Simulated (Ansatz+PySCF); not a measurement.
Results of a calculation; reference values are marked as such.
Input for Ansatz (development build ahead of 0.2.0):

```yaml
crystal:
  periodic: [false, false, false]
  atoms:
    - { symbol: C, position_ang: [0.00776, -0.45867, -0.11481] }
    - { symbol: C, position_ang: [-0.00863, -0.46768, 1.20956] }
    - { symbol: C, position_ang: [0.00835, 0.76449, -0.97198] }
    - { symbol: H, position_ang: [-0.00445, -1.40757, -0.65683] }
    - { symbol: H, position_ang: [-0.00315, -1.39683, 1.78232] }
    - { symbol: H, position_ang: [-0.00347, 0.45317, 1.80071] }
    - { symbol: H, position_ang: [-0.00235, 1.69346, -0.38046] }
    - { symbol: H, position_ang: [0.88306, 0.80009, -1.63056] }
    - { symbol: H, position_ang: [-0.88163, 0.80144, -1.63443] }
basis:
  gaussian: { orbitals: def2-SVP }
magnetization:
  spin_polarized: true
hamiltonian:
  xc: hf
correlation:
  method: mp2
  frozen_orbitals: { C: 1, H: 0 }
scf:
  omitted_lower_state_checks: [stability, starts, atomic_configurations, cluster_reference, orbital_swaps, given_window_search, neighbouring_geometries, increment]
```

The input is written out in the form of the current development build from the run's settings.

Output:

* Converged: yes
* Reference energy: -116.98940 hartree
* Correlation energy: -0.41714 hartree
* Total energy: -117.40654 hartree
* Spin squared of the determinant: 0.000
